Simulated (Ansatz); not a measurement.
Results of PBE-D3(BJ) in Ansatz (plane waves, PAW) for rock-salt HfN.

Run with plane-wave cutoff 500 eV, 16×16×16 k mesh, Fermi–Dirac smearing 0.05 eV, scalar-relativistic PAW data made under PBE.

Computed at the level's own relaxed cell.

Task: What does this level give for the equilibrium volume per atom and lattice constant a?

Result: 
- equilibrium volume per atom: 11.52 Å³/atom
- lattice constant a: 4.517 Å

Measured, for comparison: equilibrium volume per atom 11.57 Å³/atom, lattice constant a 4.524 Å (room temperature, not corrected to a static lattice; as tabulated in Seo, Lee, Wen, Petrov, Greene, Gall, J. Appl. Phys. 96, 878 (2004)). Computed (rounded) less measured: equilibrium volume per atom -0.4 %, lattice constant a -0.2 %. A static lattice is as a rule a little smaller and stiffer than an uncorrected measurement, which narrows the difference in the equilibrium volume per atom and would widen misses of the other sign.

Spin–orbit coupling is not included.

Computed values are for the static lattice.

Cost on a shared machine: very roughly 22 core-seconds.

Ansatz is a first-principles code.
